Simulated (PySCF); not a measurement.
## Argon: a sound run and one with changed settings

Sound run: Ar [Ar], Ar+ [Ne] 3s2 3p5. Calculation: PySCF 2.14, in def2-TZVP; no relativity, point nucleus. The sound run starts from symmetry-adapted Hartree-Fock orbitals and uses a fine grid where one is needed.

Changed run: initial guess 1e, at most 5 SCF cycles. This setting is unsound on purpose.

```tsv
species	method	sound run (hartree)	changed run (hartree)	converged
Ar	UHF	-526.80276	-526.80276	no
Ar	LDA	-525.92340	-525.92288	no
Ar	PBE0	-527.37173	-527.37163	no
Ar+	UHF	-526.26721	-526.26720	no
Ar+	LDA	-525.33597	-525.33596	no
Ar+	PBE0	-526.79414	-526.79413	no
```

The SCF was stopped early; the energies are upper bounds that still move, and correlated levels were skipped or rest on poor orbitals.
